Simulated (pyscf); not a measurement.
Structures and frequencies: ωB97X-D3(BJ)/def2-SVP in PySCF.

**Question.** F–WH₂(F)(F)–F + NH₃ → H₂N–WH(F)(F)(F)–F + H₂
Surface: singlet. Broken: H–W, H–N. Formed: N–W, H–H. Give ΔE‡ and ΔE from ωB97M-D3(BJ)/def2-TZVP, relative to the separated reactants.

**Answer.** ΔE‡ = 15.1 kcal/mol, ΔE = -14.4 kcal/mol. Zero-point energy shifts the barrier by +0.7 kcal/mol. It is a four-centre exchange, with an imaginary mode of 1171i cm⁻¹. On the reactant side the descent ends in an adduct with a N–W contact, 22.4 kcal/mol under the separated species and 35.7 kcal/mol under the saddle at ωB97X-D3(BJ)/def2-TZVP. What is counted as formed (N–W) is already present as a longer contact in the reactant adduct; forming that adduct is a step of its own. At the saddle there is also a short H–W contact that neither side keeps. One saddle was located; it need not be the lowest between these sides. Elements past Kr carry the def2 core potentials, without spin-orbit coupling.
